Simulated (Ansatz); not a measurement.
C2H4F2O (`FCOCF`), relaxed with RKS PBE0-D4/def2-TZVP in Ansatz from a PBE-D4/def2-SVP geometry. The force threshold is 0.005 eV/Å; the program also tests the step.

The species carries charge 0 and has multiplicity 1.

Start:

```xyz
9

F    -1.879    0.305    0.277
C    -0.676    0.955    0.080
O     0.371    0.265    0.691
C     0.739   -0.911    0.037
F     1.419   -0.634   -1.134
H    -0.512    1.046   -1.018
H    -0.719    1.953    0.564
H    -0.155   -1.523   -0.225
H     1.413   -1.458    0.728
```

(1) By how much does the energy fall, and how many steps does the optimiser take? (An estimate is asked.)

(2) Which bonds change most? (An estimate is asked.)

(3) Give the relaxed structure. (An estimate is asked.)

Results:

(1) The calculation gave: 3.95 kJ/mol, in 6 steps.

(2) Ansatz gave: C2–H6 from 1.114 to 1.094 Å; C4–H8 from 1.114 to 1.094 Å; C4–H9 from 1.110 to 1.090 Å; C2–H7 from 1.110 to 1.090 Å.

(3) The calculation gave: 
```xyz
9

F    -1.865    0.315    0.297
C    -0.667    0.953    0.077
O     0.365    0.261    0.680
C     0.730   -0.908    0.041
F     1.428   -0.627   -1.110
H    -0.530    1.026   -1.007
H    -0.710    1.935    0.548
H    -0.141   -1.506   -0.244
H     1.390   -1.449    0.719
```
